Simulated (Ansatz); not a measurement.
Input file for Ansatz (a program for electronic structure): U-CCSD(T)/aug-cc-pVDZ on NH2 (SMILES [NH2]), 2S+1 = 2.

Ansatz 0.2 input:
```yaml
crystal:
  periodic: [false, false, false]
  atoms:
    - {symbol: N, position_ang: [0.00000000, 0.00000000, -0.08007491]}
    - {symbol: H, position_ang: [0.00000000, -0.80231373, 0.55629442]}
    - {symbol: H, position_ang: [0.00000000, 0.80231373, 0.55629442]}
basis:
  gaussian:
    orbitals: aug-cc-pVDZ
magnetization: {spin_polarized: true, initial_magnetization: 1}
correlation: {method: ccsd_t, electrons: outside_noble_gas}
scf: {omitted_lower_state_checks: [cluster_reference]}
```

Output:

```
WARN ansatz: RAYON_NUM_THREADS=1 ignored (pool sized by the plan → 1); use --threads N
Functional definition: HF
these checks for a lower state are left out or cut short: cluster_reference
integrals: 0.02 GiB planned
396 factors; integrals over basis functions are off by at most 8.8e-4 eV
mean field: 0.06 GiB planned
mean field evaluation 1: about -1511.5067 eV, gradient 1.3e1 eV
mean field evaluation 2: about -1511.5066 eV, gradient 1.3e1 eV
mean field evaluation 4: about -1512.2627 eV, gradient 1.2e0 eV
mean field evaluation 8: about -1512.2750 eV, gradient 9.2e-4 eV
mean field -1512.27496738 eV, -55.5750799944 hartree, gradient 1.1e-6 eV, S^2 0.759126; 0 other end points of the search recorded, 0 dependent functions left out
1 core orbitals not correlated
reference -1512.27496738 eV, -55.5750799944 hartree; 4, 3 occupied and 36, 37 virtual orbitals, 396 factors
second order -4.17157881 eV of doubles, -0.00000000 eV of singles
coupled cluster: 0.09 GiB planned
cycle   1  -4.54532748 eV  change   -3.7e-1 eV  update   4.3e-2
cycle   2  -4.67712960 eV  change   -1.3e-1 eV  update   1.5e-2
cycle   3  -4.69941199 eV  change   -2.2e-2 eV  update   6.0e-3
cycle   4  -4.69915545 eV  change    2.6e-4 eV  update   2.3e-3
cycle   5  -4.69930750 eV  change   -1.5e-4 eV  update   8.8e-4
cycle   6  -4.69971379 eV  change   -4.1e-4 eV  update   3.3e-4
cycle   7  -4.69976132 eV  change   -4.8e-5 eV  update   1.2e-4
cycle   8  -4.69977019 eV  change   -8.9e-6 eV  update   4.0e-5
cycle   9  -4.69977172 eV  change   -1.5e-6 eV  update   1.6e-5
cycle  10  -4.69977135 eV  change    3.7e-7 eV  update   7.1e-6
perturbative correction -0.10625092 eV, -0.0039046493 hartree
Total energy: -1517.08098965 eV, -55.7516980550 hartree
Checks for a lower state left out: cluster_reference
```

Self-consistency was reached.

Cost: around 0.8 core-seconds (rough).
